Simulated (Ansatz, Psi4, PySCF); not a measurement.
Complex: CH5N (SMILES CN) (first 7 atoms) with CH4O (SMILES CO); geometry from S66by8 set.
(charge 0, multiplicity 1):
```xyz
13

N     -1.6833    -0.4200    -0.5792
H     -0.6929    -0.6322    -0.6072
H     -2.1583    -1.3095    -0.5023
C     -1.9656     0.3818     0.6091
H     -3.0315     0.5961     0.6589
H     -1.6706    -0.0719     1.5610
H     -1.4528     1.3382     0.5246
O      1.5572    -0.4177    -0.5055
H      1.8392    -0.0477    -1.3454
C      1.9431     0.4939     0.5139
H      1.6199     0.0643     1.4570
H      3.0242     0.6330     0.5530
H      1.4646     1.4675     0.3988
```

Counterpoise-corrected where a basis set is named; no monomer relaxation. Rows marked so take none.

Cores are frozen in the correlated methods. Rows in 6-311+G** carry no dispersion term and start afresh at each structure.

The values were computed with Ansatz (Gaussian orbitals); Psi4 for SAPT; PySCF for 6-311+G** rows, the dispersion terms. Values without a source in brackets are computed.

Question: One of these levels gives -3.10 kcal/mol for the interaction energy. Name it.
(A) B3LYP-D3(BJ)/def2-TZVPPD
(B) SAPT0/jun-cc-pV(D+d)Z
(C) B3LYP/6-311+G** (no counterpoise)

Answer: A, B3LYP-D3(BJ)/def2-TZVPPD. The others give -2.24 (B3LYP/6-311+G** (no counterpoise)), -2.73 (SAPT0/jun-cc-pV(D+d)Z)

Ansatz is a quantum-chemistry and plane-wave program.
